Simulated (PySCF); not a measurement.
**Solvent effects on NMR parameters**

Numbering as in the mapped SMILES `[CH2:1]=[CH:2][C:3]#[C:4][C:5]#[N:6]` (H(Xn): hydrogen on atom n). Ha(C1) is cis to C3; Hb(C1) is trans to C3.

GIAO PBE0/pcSseg-1 in PySCF 2.14 on one PBE0-D3(BJ)/def2-SVP conformer, non-relativistic, equivalent nuclei averaged. Solvents enter as an IEF-PCM continuum (acetone with ε = 20.5, acetonitrile with ε = 35.7) around the gas-phase geometry. Shifts are referred to TMS computed in the same medium.

Gas phase, δ in ppm: C1 148.8, C2 121.9, C5 111.2, C3 81.1, C4 75.2, Ha(C1) 6.50, Hb(C1) 6.35, H(C2) 5.99. Dipole moment 5.16 D.

(1) How does each δ change in the continuum?

(2) Which of the listed nuclei move most (in ppm), and what does the model miss? (N and O are left out, as their reference compounds move with the solvent too.)

Results:

(1) 
```json
{"atoms": "C1", "environment": "terminal =CH2 carbon", "Δδ, acetone": "+8.8", "Δδ, acetonitrile": "+9.2"}
{"atoms": "C2", "environment": "alkene CH", "Δδ, acetone": "-1.5", "Δδ, acetonitrile": "-1.5"}
{"atoms": "C5", "environment": "nitrile carbon", "Δδ, acetone": "+3.7", "Δδ, acetonitrile": "+3.8"}
{"atoms": "C3", "environment": "alkyne carbon", "Δδ, acetone": "+7.3", "Δδ, acetonitrile": "+7.6"}
{"atoms": "C4", "environment": "alkyne carbon", "Δδ, acetone": "-3.4", "Δδ, acetonitrile": "-3.5"}
{"atoms": "Ha(C1)", "environment": "hydrogen on a terminal =CH2 carbon", "Δδ, acetone": "+0.43", "Δδ, acetonitrile": "+0.44"}
{"atoms": "Hb(C1)", "environment": "hydrogen on a terminal =CH2 carbon", "Δδ, acetone": "+0.55", "Δδ, acetonitrile": "+0.57"}
{"atoms": "H(C2)", "environment": "hydrogen on an alkene CH", "Δδ, acetone": "+0.30", "Δδ, acetonitrile": "+0.31"}
```

Changes are relative to the gas phase. The dipole moment becomes 6.99 D in acetone, 7.05 D in acetonitrile.

(2) C1 (terminal =CH2 carbon, +9.2 ppm) in acetonitrile. A continuum only polarises the solute; specific hydrogen bonds, the anisotropy of aromatic solvents and changes of geometry or conformer are outside it.
